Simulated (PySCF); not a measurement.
# C2H4Al− (SMILES C#[C][AlH3-]): HF/def2-mTZVP (SMD chlorobenzene)

What is the energy change on altering one bond length of C2H4Al− at HF/def2-mTZVP (SMD chlorobenzene)? 

The results are computed with PySCF 2.14.0.

4 further runs of the same task are left out: 1 that didn't finish, 3 set aside as unsound or not needed.

## Step 1: The system as given

The species is C2H4Al− (7 atoms), meant as a singlet with charge -1. As SMILES, `C#[C][AlH3-]`. The shape comes from GFN2-xTB, which is rough for such elements, and wasn't checked as a minimum.

Bond lengths: C1–C2 1.212 Å, C2–Al3 2.015 Å, C1–H4 1.062 Å, Al3–H5 1.624 Å, Al3–H6 1.624 Å, Al3–H7 1.624 Å. Angles: C1–C2–Al3 179.0°, C2–C1–H4 179.4°, C2–Al3–H5 109.9°, C2–Al3–H6 109.8°, C2–Al3–H7 109.8°, H5–Al3–H6 109.1°, H5–Al3–H7 109.2°, H6–Al3–H7 109.1°.

## Step 2: A single-point energy at HF/def2-mTZVP (SMD chlorobenzene)

Contents of start.xyz:

```xyz
7

C     -0.916000    -1.890510     0.036740
C     -0.396540    -0.796130     0.007040
Al     0.491510     1.012710    -0.020910
H     -1.380740    -2.845310     0.060780
H      0.284440     1.706620    -1.474090
H     -0.163180     1.963600     1.120790
H      2.080500     0.849040     0.269660
```

Contents of run.py:

```python
import pyscf.grad
from pyscf import gto, solvent
from pyscf.pbc.tools.pyscf_ase import PySCF, ase_atoms_to_pyscf
from ase.io import read

atoms = read('start.xyz')

mol = gto.M(
    atom=ase_atoms_to_pyscf(atoms),
    spin=0,
    charge=-1,
    max_memory=1860,
    basis='def2-mtzvp',
    verbose=4,
)

hf = mol.RHF()
hf = hf.SMD()
hf.with_solvent.solvent = 'chlorobenzene'
atoms.calc = PySCF(method=hf)

e_ev = atoms.get_potential_energy()
print('energy %.6f eV' % e_ev)
```

On the command line:

```console
OMP_NUM_THREADS=1 python run.py
```

The program printed:

```text
PySCF version 2.14.0

[INPUT] num. atoms = 7
[INPUT] num. electrons = 30
[INPUT] charge = -1
[INPUT] spin (= nelec alpha-beta = 2S) = 0
[INPUT] symmetry False subgroup None
[INPUT] Mole.unit = angstrom
[INPUT] Symbol           X                Y                Z      unit          X                Y                Z       unit  Magmom
[INPUT]  1 C     -0.916000000000  -1.890510000000   0.036740000000 AA   -1.730989130102  -3.572546135751   0.069428537817 Bohr   0.0
[INPUT]  2 C     -0.396540000000  -0.796130000000   0.007040000000 AA   -0.749351997435  -1.504467659550   0.013303671917 Bohr   0.0
[INPUT]  3 Al     0.491510000000   1.012710000000  -0.020910000000 AA    0.928819287485   1.913744543608  -0.039514173265 Bohr   0.0
[INPUT]  4 H     -1.380740000000  -2.845310000000   0.060780000000 AA   -2.609220449232  -5.376856639486   0.114857553851 Bohr   0.0
[INPUT]  5 H      0.284440000000   1.706620000000  -1.474090000000 AA    0.537513698871   3.225044398705  -2.785626382960 Bohr   0.0
[INPUT]  6 H     -0.163180000000   1.963600000000   1.120790000000 AA   -0.308365509007   3.710666218196   2.117986143151 Bohr   0.0
[INPUT]  7 H      2.080500000000   0.849040000000   0.269660000000 AA    3.931575202158   1.604453068801   0.509583546750 Bohr   0.0

[... 47 lines left out ...]
Solvent Energy = -0.00296003253075616
[... 4 lines left out ...]
Solvent Energy = -0.0811824779111398
[... 4 lines left out ...]
Solvent Energy = -0.0777894759199705
[... 4 lines left out ...]
Solvent Energy = -0.0798733046882366
[... 4 lines left out ...]
Solvent Energy = -0.0793763592881922
[... 4 lines left out ...]
Solvent Energy = -0.0794909019101451
[... 4 lines left out ...]
Solvent Energy = -0.0795202438231172
[... 4 lines left out ...]
Solvent Energy = -0.0795275190407814
[... 4 lines left out ...]
Solvent Energy = -0.0795257101908737
[... 4 lines left out ...]
Solvent Energy = -0.0795248301291845
[... 4 lines left out ...]
Solvent Energy = -0.0795246892484752
[... 1 line left out ...]
converged SCF energy = -320.042215385868
energy -8708.792266 eV
```

Run time: 18 s. Hardware: 1 thread of Intel Xeon 6975P-C (Granite Rapids), shared host; peak memory 0.75 GiB.

## Step 3: The distorted shape

Contents of start.xyz:

```xyz
7

C     -0.799815    -1.651810     0.030730
C     -0.280355    -0.557430     0.001030
Al     0.607695     1.251410    -0.026920
H     -1.380740    -2.845310     0.060780
H      0.400625     1.945320    -1.480100
H     -0.046995     2.202300     1.114780
H      2.196685     1.087740     0.263650
```

Contents of job.py:

```python
import pyscf.grad
from pyscf import gto, scf, solvent
from pyscf.pbc.tools.pyscf_ase import PySCF, ase_atoms_to_pyscf
from ase.io import read

atoms = read('start.xyz')

system = gto.Mole()
system.atom = ase_atoms_to_pyscf(atoms)
system.verbose = 4
system.basis = 'def2-mtzvp'
system.max_memory = 1860
system.charge = -1
system.build()

calc0 = scf.RHF(system)
calc0 = calc0.SMD()
calc0.with_solvent.solvent = 'chlorobenzene'
atoms.calc = PySCF(method=calc0)

e_ev = atoms.get_potential_energy()
print('energy %.6f eV' % e_ev)
```

On the command line:

```console
OMP_NUM_THREADS=1 python job.py
```

The program printed:

```text
PySCF version 2.14.0

[INPUT] num. atoms = 7
[INPUT] num. electrons = 30
[INPUT] charge = -1
[INPUT] spin (= nelec alpha-beta = 2S) = 0
[INPUT] symmetry False subgroup None
[INPUT] Mole.unit = angstrom
[INPUT] Symbol           X                Y                Z      unit          X                Y                Z       unit  Magmom
[INPUT]  1 C     -0.799815000000  -1.651810000000   0.030730000000 AA   -1.511431300319  -3.121468509818   0.058071283808 Bohr   0.0
[INPUT]  2 C     -0.280355000000  -0.557430000000   0.001030000000 AA   -0.529794167652  -1.053390033616   0.001946417908 Bohr   0.0
[INPUT]  3 Al     0.607695000000   1.251410000000  -0.026920000000 AA    1.148377117268   2.364822169542  -0.050871427273 Bohr   0.0
[INPUT]  4 H     -1.380740000000  -2.845310000000   0.060780000000 AA   -2.609220449232  -5.376856639486   0.114857553851 Bohr   0.0
[INPUT]  5 H      0.400625000000   1.945320000000  -1.480100000000 AA    0.757071528654   3.676122024639  -2.796983636969 Bohr   0.0
[INPUT]  6 H     -0.046995000000   2.202300000000   1.114780000000 AA   -0.088807679224   4.161743844130   2.106628889143 Bohr   0.0
[INPUT]  7 H      2.196685000000   1.087740000000   0.263650000000 AA    4.151133031940   2.055530694734   0.498226292742 Bohr   0.0

[... 47 lines left out ...]
Solvent Energy = -0.00297054502324088
[... 4 lines left out ...]
Solvent Energy = -0.0858163922326041
[... 4 lines left out ...]
Solvent Energy = -0.0800982726914464
[... 4 lines left out ...]
Solvent Energy = -0.0821750266749001
[... 4 lines left out ...]
Solvent Energy = -0.0815629072757746
[... 4 lines left out ...]
Solvent Energy = -0.0815767388381237
[... 4 lines left out ...]
Solvent Energy = -0.0815957066984407
[... 4 lines left out ...]
Solvent Energy = -0.0815929909140414
[... 4 lines left out ...]
Solvent Energy = -0.0815893977053599
[... 4 lines left out ...]
Solvent Energy = -0.0815882372005547
[... 4 lines left out ...]
Solvent Energy = -0.0815879786839401
[... 1 line left out ...]
converged SCF energy = -320.006513791547
energy -8707.820776 eV
```

It took 18 s on 1 thread of Intel Xeon 6975P-C (Granite Rapids), shared host; peak memory 0.78 GiB.

## Step 4: Summary of results

Level: HF/def2-mTZVP (SMD chlorobenzene).

| quantity | value |
| --- | --- |
| first shape: total energy | -320.04222 Eh |
| first shape: HOMO energy | -9.33 eV |
| first shape: LUMO energy | 4.53 eV |
| first shape: HOMO–LUMO gap (to an unbound level, set by the basis) | 13.87 eV |
| first shape: solvent term in the energy | -208.8 kJ/mol |
| distorted shape: total energy | -320.00651 Eh |
| distorted shape: HOMO energy | -9.34 eV |
| distorted shape: LUMO energy | 4.46 eV |
| distorted shape: HOMO–LUMO gap (to an unbound level, set by the basis) | 13.80 eV |
| distorted shape: solvent term in the energy | -214.2 kJ/mol |
| energy change with the C1–H4 bond stretched from 1.062 to 1.328 Å | 0.971 eV |

**Reading.** With the C1–H4 bond stretched from 1.062 to 1.328 Å the energy rises by 0.97 eV (93.7 kJ/mol). The first shape isn't relaxed at this level, so the change isn't measured from a minimum. Mulliken charges (first shape) run from -1.01 on C2 to +0.88 on Al3; they depend strongly on the basis. Mulliken charges (distorted shape) run from -0.93 on C2 to +0.88 on Al3.
